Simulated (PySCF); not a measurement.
Rock-salt LiCl: MP2 at its full settings () and at cheaper ones, in a cell of 2 atoms.

```csv
level and setting,lattice parameter a (Å),bulk modulus B0 (GPa)
MP2 (PySCF),5.014,40.0
MP2/6-31G* (PySCF),4.903,54.3
MP2/6-31G* (2×2×2 k mesh) (PySCF),5.052,53.6
MP2/GTH-DZVP (PySCF),4.962,47.5
MP2/GTH-DZVP (2×2×2 k mesh) (PySCF),5.121,44.9
MP2/GTH-SZV (PySCF),5.345,32.1
MP2/GTH-SZV (2×2×2 k mesh) (PySCF),5.424,32.5
MP2/STO-3G (PySCF),4.858,73.0
MP2/STO-3G (2×2×2 k mesh) (PySCF),4.961,71.5
```

Largest shifts from the full settings: lattice constant a +8.18 % (MP2/GTH-SZV (2×2×2 k mesh)), against a difference of -1.10 % of the full result from the reference 5.07 Å (measured, static lattice: zero-point anharmonic expansion removed, our sources range from 5.056 to 5.072; as tabulated in Mejia-Rodriguez and Trickey (2018), arXiv:1807.09216); bulk modulus +82 % (MP2/STO-3G), against a difference of +3.4 % of the full result from the reference 38.7 GPa (measured, 0 K value with the zero-point phonon effect removed, our sources range from 37.3 to 38.7; as tabulated in Mejia-Rodriguez and Trickey (2018), arXiv:1807.09216).

The full settings aren't shown to be converged themselves.

Run with cheap settings on purpose, which may leave them unconverged: MP2/6-31G*, MP2/6-31G* (2×2×2 k mesh), MP2/GTH-DZVP, MP2/GTH-DZVP (2×2×2 k mesh), MP2/GTH-SZV, MP2/GTH-SZV (2×2×2 k mesh), MP2/STO-3G, MP2/STO-3G (2×2×2 k mesh).
